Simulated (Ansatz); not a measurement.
Ansatz (a first-principles code) input:

Ansatz 0.2 input:
```yaml
crystal:
  periodic: [false, false, false]
  atoms:
    - {symbol: O, position_ang: [0.09319151, 1.68464602, -0.16587833]}
    - {symbol: C, position_ang: [-0.00728155, 0.33301731, 0.56665843]}
    - {symbol: H, position_ang: [0.71916031, 2.17686197, 0.37241564]}
    - {symbol: C, position_ang: [-1.30483111, -0.27182408, 0.00940493]}
    - {symbol: C, position_ang: [1.15598111, -0.51167959, -0.00296313]}
    - {symbol: H, position_ang: [-1.32550272, -0.40236279, -1.09298307]}
    - {symbol: H, position_ang: [1.15015031, -0.64324422, -1.10634471]}
    - {symbol: H, position_ang: [-2.15828331, 0.36017153, 0.27393879]}
    - {symbol: H, position_ang: [2.12268475, -0.06289634, 0.26087837]}
    - {symbol: H, position_ang: [-1.46802681, -1.25883622, 0.45879196]}
    - {symbol: H, position_ang: [1.12874614, -1.51283793, 0.44418515]}
basis:
  gaussian:
    orbitals: def2-TZVP
hamiltonian:
  xc: b3lyp
  dispersion: d3bj
total_charge: -1
relax: {f_tol: 0.002, max_steps: 150}
```

Question: What final total energy does it print?

Answer: -193.77862 Eh (B3LYP-D3(BJ)/def2-TZVP). The basis has 166 functions. The run takes roughly 60 core-seconds.

It need not be the lowest isomer of its formula. Whether it binds its extra electron was not tested at this geometry.
